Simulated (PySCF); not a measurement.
## Electron affinity of B by level of theory

B⁻ [He] 2s2 2p2 (3P) → B [He] 2s2 2p1 (2P), as a difference of total energies. Calculation: PySCF 2.14, in dyall-av3z (15s9p3d2f, 71 functions); no relativity, point nucleus. Correlated levels: valence: 1s2 frozen; virtual orbitals above 40 to 60 times the deepest correlated orbital energy dropped. The calculations carry no spin-orbit coupling.

**Question.** Order these methods by the electron affinity they give, lowest first.
A. CCSD (valence)
B. MP2 (valence)
C. SCS-MP2 (valence)
D. CCSD(T) (valence)

**Answer.** C (0.060 eV), A (0.170 eV), B (0.209 eV), D (0.236 eV).

Errors of the correlated levels include the incompleteness of this basis and the frozen core.

A negative affinity means that the anion lies above the atom at that level of theory.

For comparison: 0.280 eV (measured; photodetachment measurements, as compiled on the Wikipedia data page of electron affinities).
